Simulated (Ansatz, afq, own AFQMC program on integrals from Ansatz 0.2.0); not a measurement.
Integrals from Ansatz 0.2.0, then the random walk in our own AFQMC program (afq).

```yaml
crystal:
  periodic: [false, false, false]
  atoms:
    - {symbol: Al, position_ang: [0.000000, 0.000000, 0.606226]}
    - {symbol: N, position_ang: [0.000000, 0.000000, -0.956340]}
    - {symbol: H, position_ang: [0.000000, 0.715363, -1.469201]}
    - {symbol: H, position_ang: [0.000000, -0.715363, -1.469201]}
basis:
  gaussian: {orbitals: cc-pVDZ}
magnetization: {spin_polarized: true, initial_magnetization: 0}
correlation: {method: ccsd_t, electrons: outside_noble_gas, hamiltonian_folder: ham}
```

```sh
$ ansatz run in.yaml --threads 1 --pin off --events-out ev --progress --plain --max-ram 1382MiB
```

Options of the walk:

```
--method phaseless --trial cisd --walkers 70 --populations 1 --least-time 40 --time-step 0.005 --steps-per-block 50 --equilibration-blocks 28 --max-blocks 300 --target-error 0.00038 --factor-cut 1e-05 --start spin_pure --seed 695 --release-times 0.24,0.51,0.99,1.62,2.4 --release-step 0.03 --release-every 4 --taylor-order 6
```

Times are imaginary, in 1/Eh. The walk had a cap of 536 s.

Output of the walk:

```
orbitals 36  electrons 5 5  factors 285 of 402
reference energy -297.46809223 Eh
CCSD correlation -0.23805426 Eh in 10 cycles, weight of the determinant in the CISD state 0.8865
energy of the start -297.706147 Eh
 block  time / (1/Eh)  mean weight  energy / Eh
     1     0.250  1.0006  -297.704409
     2     0.500  0.9988  -297.703990
     3     0.750  0.9994  -297.705951
     4     1.000  1.0004  -297.705192
     5     1.250  0.9993  -297.706344
     7     1.750  1.0022  -297.712704
     9     2.250  0.9991  -297.710483
    11     2.750  0.9976  -297.716820
    21     5.250  1.0001  -297.711719
    31     7.750  0.9988  -297.708440
    41    10.250  1.0001  -297.710470
    51    12.750  1.0000  -297.708739
    56    14.000  0.9994  -297.706946
    61    15.250  0.9982  -297.713523
    71    17.750  1.0016  -297.707581
    81    20.250  0.9992  -297.711098
    91    22.750  1.0031  -297.708730
   101    25.250  1.0006  -297.711922
   111    27.750  1.0017  -297.709354
   121    30.250  0.9996  -297.716808
   126    31.500  1.0001  -297.728136
   131    32.750  1.0016  -297.708928
   141    35.250  1.0004  -297.709183
   151    37.750  1.0034  -297.707153
   161    40.250  0.9996  -297.707957
   171    42.750  1.0016  -297.710917
   181    45.250  0.9999  -297.710191
   191    47.750  1.0008  -297.712155
   201    50.250  1.0022  -297.712051
   211    52.750  1.0006  -297.710534
   221    55.250  1.0023  -297.711566
   231    57.750  0.9968  -297.710291
   236    59.000  1.0015  -297.710698
blocks merged  error / Eh  count
     1  0.000257  210
     2  0.000311  105
     4  0.000335  52
     8  0.000376  26
    16  0.000357  13
released: time / (1/Eh)  energy / Eh  error  mean overlap
  0.24  -297.711986  0.000468  0.9973
  0.51  -297.712093  0.000327  1.0068
  0.99  -297.711992  0.000392  1.0255
  1.62  -297.712681  0.000459  1.0245
  2.40  -297.712563  0.000520  1.0016
energy -297.712049 +/- 0.000376 Eh
(rows thinned)
```

The run passed its tests (sampling time, drift between the halves within three errors, error under three times the target), which doesn't prove that it has relaxed.

Against this walk (error 10.2 meV) on the same determinant: CCSD(T) 13.7 meV higher (within the noise), CCSDT(Q) 11.9 meV lower (within the noise). The error is statistical and leaves out the bias of the constraint. Released to 2.40 1/Eh the energy moves by -14 ± 17 meV (both errors), within twice the noise.

Cautions: constraint bias not in the error; the determinant is a saddle point among determinants of its kind.

The walk took 3.9 min on 1 thread of Intel(R) Xeon(R) 6975P-C (Granite Rapids), with other jobs on the host. The log's last line is the phaseless energy.

CCSDT and higher add their correlation energy to the determinant of the CCSD(T) run, since their own runs factorise the integrals more tightly (a shift of under 2 meV). A walk keeps the symmetry of its determinant, which the program's search chose and which needn't be the lowest solution, so a lower state of the same spin and another symmetry isn't excluded.
